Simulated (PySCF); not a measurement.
**Highest orbital energy against ionisation energy along the second row**

Calculated with PySCF 2.14, no spin-orbit coupling. Each cell gives −ε(HOMO) / ΔSCF in eV; NIST values include spin-orbit coupling, (s) semi-empirical, (t) theoretical.

| species | UHF | LDA | PBE | PBE0 | r2SCAN | NIST (lowest levels) |
| --- | --- | --- | --- | --- | --- | --- |
| Li (dyall-av3z, non-relativistic) | 5.343 / 5.343 | 3.165 / 5.473 | 3.227 / 5.589 | 3.831 / 5.571 | 3.258 / 5.392 | 5.392 |
| Be (dyall-av3z, non-relativistic) | 8.416 / 8.043 | 5.599 / 9.026 | 5.609 / 8.997 | 6.492 / 8.971 | 5.746 / 8.792 | 9.323 |
| B (dyall-av3z, non-relativistic) | 8.674 / 8.042 | 4.112 / 8.647 | 4.169 / 8.673 | 5.373 / 8.647 | 4.581 / 8.769 | 8.298 |
| C (dyall-av3z, non-relativistic) | 11.947 / 10.801 | 6.127 / 11.694 | 6.098 / 11.542 | 7.651 / 11.515 | 6.575 / 11.675 | 11.260 |
| N (dyall-av3z, non-relativistic) | 15.536 / 13.897 | 8.404 / 15.010 | 8.304 / 14.733 | 10.216 / 14.704 | 8.898 / 14.816 | 14.534 |
| O (dyall-av3z, non-relativistic) | 14.187 / 12.020 | 7.444 / 14.002 | 7.594 / 14.058 | 9.478 / 13.844 | 7.912 / 13.713 | 13.618 |
| F (dyall-av3z, non-relativistic) | 18.496 / 15.652 | 10.363 / 17.959 | 10.304 / 17.656 | 12.564 / 17.445 | 10.783 / 17.541 | 17.423 |
| Ne (dyall-av3z, non-relativistic) | 23.142 / 19.662 | 13.553 / 22.189 | 13.348 / 21.661 | 15.997 / 21.451 | 13.983 / 21.489 | 21.565 |

Problem. How far is −ε(HOMO) from ΔSCF on average for each method, and why?

Solution. UHF 1.54 eV; LDA -5.65 eV; PBE -5.53 eV; PBE0 -3.82 eV; r2SCAN -5.06 eV. Hartree-Fock orbital energies lack relaxation and so exceed the ΔSCF value; semilocal functionals have convex E(N) from self-interaction, so their HOMO lies far too high; exact exchange moves hybrids part of the way back.
